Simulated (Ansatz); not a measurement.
# C4H3FS: up Jacob's ladder to CCSD(T)

One table from this session's results is given with a row withheld; the runs are named, their logs left out.

Program: Ansatz 0.2.0, Gaussian basis. Level of theory: functionals in def2-TZVPP, the program's frozen cores in correlated methods. These are calculated values, not measurements.

The runs, in order: PBE-D4, r2SCAN-D4, PBE0-D4, B3LYP-D4, ωB97X-V, ωB97M-V, B2PLYP; CCSD(T)/def2-TZVPP; MP2/def2-QZVPP; extrapolation to the limit.

**Structure used throughout**

An earlier PBE0-D4 in a triple-zeta def2 set relaxation fixed the geometry.

SMILES `C=C1C=C(F)S1`, 9 atoms, charge 0, spin multiplicity 1.

Atoms are counted from 1 here; the program's logs count them from 0.

Bond lengths: C1–C2 1.322 Å, C1–H7 1.082 Å, C1–H8 1.084 Å, C2–C3 1.459 Å, C2–S6 1.810 Å, C3–C4 1.340 Å, C3–H9 1.079 Å, C4–F5 1.304 Å, C4–S6 1.766 Å. Angles: C2–C1–H7 121.8°, C2–C1–H8 120.2°, H7–C1–H8 118.0°, C1–C2–C3 136.7°, C1–C2–S6 129.4°, C3–C2–S6 93.9°, C2–C3–C4 95.2°, C2–C3–H9 131.6°, C4–C3–H9 133.3°, C3–C4–F5 133.3°, C3–C4–S6 100.3°, F5–C4–S6 126.4°, C2–S6–C4 70.6°.

Set-up of the first run:

Contents of in.yaml:

```yaml
crystal:
  periodic: [false, false, false]
  atoms:
    - {symbol: C, position_ang: [0.725939, -1.581694, 0.115960]}
    - {symbol: C, position_ang: [0.326666, -0.332520, -0.051075]}
    - {symbol: C, position_ang: [-0.863888, 0.452151, 0.255692]}
    - {symbol: C, position_ang: [-0.392484, 1.594516, -0.263530]}
    - {symbol: F, position_ang: [-0.885535, 2.796809, -0.376638]}
    - {symbol: S, position_ang: [1.197903, 1.058995, -0.813522]}
    - {symbol: H, position_ang: [1.698301, -1.918923, -0.217811]}
    - {symbol: H, position_ang: [0.074866, -2.301604, 0.598179]}
    - {symbol: H, position_ang: [-1.793168, 0.185870, 0.735644]}
basis:
  gaussian: {orbitals: def2-TZVPP}
hamiltonian: {xc: pbe, dispersion: d4}
output: {forces: true, orbitals: {seedname: orbitals}}
```

Command:

```sh
> ansatz run in.yaml --threads 4 --pin off --events-out ev --progress --plain --max-ram 10444MiB
```

Among the steps run: PBE-D4 (GGA); r2SCAN-D4 (meta-GGA); PBE0-D4 (hybrid); B3LYP-D4 (hybrid); ωB97X-V (range-separated); ωB97M-V (range-separated); B2PLYP (double hybrid); CCSD(T) in def2-TZVPP; MP2 in def2-QZVPP.

One table of the session follows, with a row left open; its other results are not shown here.

```
            method  atomisation energy (kJ/mol)
            PBE-D4                       4102.2
         r2SCAN-D4                       3940.6
           PBE0-D4                       3975.5
          B3LYP-D4                       3894.2
           ωB97X-V                       3903.3
           ωB97M-V                       3916.8
            B2PLYP                       3858.6
     HF/def2-TZVPP                       2701.9
    MP2/def2-TZVPP                            ?
   CCSD/def2-TZVPP                       3677.5
CCSD(T)/def2-TZVPP                       3773.9
           MP2/CBS                       4026.5
       CCSD(T)/CBS                       3885.8
```

**Question.** Estimate the row for MP2/def2-TZVPP.

As computed: atomisation energy (kJ/mol): 3914.6. In the column «atomisation energy (kJ/mol)» it lies between ωB97X-V (3903.3) and ωB97M-V (3916.8).

To keep in mind: Free atoms (4 C, 1 F, 1 S, 3 H) were run apart at each level; the atomisation energy is their sum less the molecule, without zero-point or spin-orbit terms.
